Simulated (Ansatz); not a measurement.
# AlHClO (quartet): wave-function methods side by side, cc-pVDZ

An exercise on one series of results from a longer session: the logs are not shown, and one member is left open.

Program: Ansatz 0.2.0, Gaussian basis. Level of theory: cc-pVDZ, core rule «outside noble gas», up to 11 orbitals frozen. These are calculated values, not measurements.

The runs, in order: UHF; CCSD(T) on ROHF; CCSD(T) on UHF; BCCD(T) on ROHF; CISD as a restricted active space (open shells left free, so some higher excitations enter); CCSDT(Q) on ROHF; CCSDT(Q) on UHF.

8 further runs of the same task are left out: 5 for a known fault of the program, 3 set aside as unsound or not needed. Runs told in other sessions of the task aren't counted.

**The geometry**

The geometry is a PBE0/def2-TZVP stationary point (not a proven minimum) of the parent state, kept for this charge and spin.

4 atoms, charge 0, spin multiplicity 4.

Atoms are counted from 1 here; the program's logs count them from 0.

Bond lengths: Al1–O2 1.591 Å, Al1–H4 1.563 Å. Angles: O2–Al1–H4 180.0°.

Set-up of the first run:

in.yaml

```yaml
crystal:
  periodic: [false, false, false]
  atoms:
    - {symbol: Al, position_ang: [0.000000, 0.000000, 0.988575]}
    - {symbol: O, position_ang: [0.000000, 0.000000, -0.602625]}
    - {symbol: Cl, position_ang: [0.000000, 0.000000, -2.938025]}
    - {symbol: H, position_ang: [0.000000, 0.000000, 2.552075]}
basis:
  gaussian: {orbitals: cc-pVDZ}
magnetization: {spin_polarized: true, initial_magnetization: 3}
hamiltonian: {xc: hf}
output: {orbitals: {seedname: orbitals}}
```

Launch:

```
$ ansatz run in.yaml --threads 1 --pin off --events-out ev --progress --plain --max-ram 4096MiB --backend cpu
```

Among the steps run: UHF; CCSD(T) on ROHF; CCSD(T) on UHF; BCCD(T) on ROHF; CISD as a restricted active space (open shells left free, so some higher excitations enter); CCSDT(Q) on ROHF; CCSDT(Q) on UHF.

One table of the session follows, with a row left open; its other results are not shown here.

| method | from RCCSDT(Q) (kcal/mol) |
| --- | --- |
| ROHF | +230.17 |
| UHF | +223.92 |
| RMP2 | +32.42 |
| UMP2 | +32.88 |
| CISD | +30.21 |
| RCCSD | +7.09 |
| UCCSD | +6.91 |
| RCCSD(T) | +2.49 |
| UCCSD(T) | +2.50 |
| BCCD(T) | +2.39 |
| RCCSDT | +0.69 |
| UCCSDT | +0.68 |
| RCCSDT(Q) | 0 |
| UCCSDT(Q) | ? |

Q: Estimate the row for UCCSDT(Q) from the others.

The run gave: from RCCSDT(Q) (kcal/mol): -0.06. In the column «from RCCSDT(Q) (kcal/mol)» it is the lowest.

To keep in mind: Warnings: coupled cluster took another determinant than the lowest. Restricted and unrestricted rows rest on different reference determinants; a gap between their highest levels can come from leftover correlation error, from unlike frozen cores or from another state.
